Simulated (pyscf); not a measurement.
Thermochemistry of product channels of `[AsH2][In]` [singlet] + `[H]` [doublet] on the doublet surface, in kcal/mol, from ωB97M-D3(BJ)/def2-TZVP energies (ideal gas, 1 atm, RRHO with modes under 100 cm⁻¹ raised to 100, one conformer, R ln 2 for rigid chiral ones). Structures and frequencies: ωB97X-D3(BJ)/def2-SVP in PySCF.

```csv
products,ΔE,ΔH(298 K),ΔG(900 K),ΔG(1200 K)
`[AsH][InH2]` [doublet],-29.4,-27.6,-7.5,…
`[InH2]` [doublet] + `[AsH]` [triplet],+22.4,+22.1,+16.1,+14.6
`[As]=[InH]` [doublet] + `[H][H]`,-10.4,-8.8,-6.8,-6.0
`[AsH]=[In]` [doublet] + `[H][H]`,-30.8,-29.3,-32.0,-32.5
`[InH]` [singlet] + `[AsH2]` [doublet],…,-13.5,-17.2,-17.7
`[AsH2][InH]` [doublet],-35.2,-32.5,-12.5,…
```

Problem. Fill in the missing entries.

Solution. 
- `[AsH][InH2]` [doublet], ΔG(1200 K): -0.7
- `[InH]` [singlet] + `[AsH2]` [doublet], ΔE: -14.2
- `[AsH2][InH]` [doublet], ΔG(1200 K): -5.7

These are energies of the channels, which say nothing of barriers. The term symbol of open-shell •As=InH was not checked; spin-orbit terms and orbital degeneracy are left out. Elements up to Kr have no core potential and no relativistic terms here. Elements past Kr carry the def2 core potentials, without spin-orbit coupling.
